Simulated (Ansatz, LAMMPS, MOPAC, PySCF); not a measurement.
## Ladder of methods for the bulk modulus of cubic BN

Reference value: 410 GPa (measured, 0 K value with the zero-point phonon effect removed, our sources range from 388 to 410; as tabulated in Mejia-Rodriguez and Trickey (2018), arXiv:1807.09216).

| level (code) | value (GPa) | cell (Å³/atom) |
|---|---|---|
| ExTeP BN.extep (LAMMPS) | 402 | 5.63 |
| PM6 semi-empirical Hartree-Fock (MOPAC) | 549 | 6.02 |
| LDA (Ansatz) | 403 | 5.74 |
| PBE (Ansatz) | (withheld) | 5.95 |
| PBE-D3(BJ) (Ansatz) | (withheld) | 5.86 |
| HSE06-D3(BJ) (Ansatz) | 413 | 5.74 |
| Hartree–Fock (Ansatz) | (withheld) | 5.83 |
| MP2 (PySCF) | 399 ± 10 | 5.81 |
| CCSD (PySCF) | 400 ± 10 | 5.80 |

### Question
Fill in the missing entries.

### Answer

- PBE (Ansatz, a program for electronic structure), value (GPa): 372
- PBE-D3(BJ) (Ansatz), value (GPa): 381
- Hartree–Fock (Ansatz), value (GPa): 431

Errors against the reference: ExTeP BN.extep -2.0 %, PM6 semi-empirical Hartree-Fock (MOPAC) +34 %, LDA -1.7 %, PBE -9.3 %, PBE-D3(BJ) -7.1 %, HSE06-D3(BJ) +0.7 %, Hartree–Fock +5.1 %, MP2 -2.7 %, CCSD -2.4 %.

Once the reference is moved by up to 5.3 % (a margin picked here for doubts on the reference and the settings) and values within 1.7 % count as equal, the nearest can be HSE06-D3(BJ) (+0.7 %), LDA (-1.7 %), ExTeP BN.extep (-2.0 %), CCSD (-2.4 %), MP2 (-2.7 %), Hartree–Fock (+5.1 %) or PBE-D3(BJ) (-7.1 %). Farthest off among them: PM6 semi-empirical Hartree-Fock (MOPAC) (+34 %). Within 15 %: ExTeP BN.extep, LDA, PBE, PBE-D3(BJ), HSE06-D3(BJ), Hartree–Fock, MP2, CCSD.

A ± on a computed value is a rough bar: the spread of its extrapolation, a floor set from checks against published values, or a statistical error. PM6 semi-empirical Hartree-Fock (MOPAC): the method was fitted mainly to molecules. PM6 semi-empirical Hartree-Fock (MOPAC): the run uses a supercell at the zone centre in place of a k mesh. Each level is taken at its own relaxed cell. Cutoffs and k meshes differ between the levels. Ansatz's density-functional and Hartree–Fock values are scalar-relativistic unless marked +SOC, with PAW data made under PBE.

Empirical potentials (ExTeP BN.extep) are fitted to chosen data: where that held the value shown, agreement is built in, and what lay outside the fit can be far off.

Differences are worked out from the printed values.
